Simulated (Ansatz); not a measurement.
We consider hcp Ru, described by r²SCANh (plane waves, PAW; Ansatz, a quantum-chemistry and plane-wave program).

Numerical settings: plane-wave cutoff 520 eV, 12×12×6 k mesh (along the axes of the cell as run), Fermi–Dirac smearing 0.05 eV, no spin polarisation, scalar-relativistic PAW data made under PBE.

Computed at the level's own relaxed cell.

Predict the equilibrium lattice constant a and lattice parameter c.


- equilibrium lattice constant a: 2.688 Å
- lattice parameter c: 4.250 Å

Measured, for comparison: lattice constant a 2.706 Å (293 K, no zero-point or thermal correction, our sources range from 2.700 to 2.706; as tabulated in Wikipedia's data pages); lattice parameter c 4.282 Å (293 K, no zero-point or thermal correction; as tabulated in Wikipedia's data pages). Computed (rounded) less measured: lattice constant a -0.7 % (-0.4 % to -0.7 % over the range), lattice parameter c -0.7 %. A static lattice is as a rule a little smaller and stiffer than an uncorrected measurement, which narrows the difference in the lattice constant a, lattice parameter c and would widen misses of the other sign.
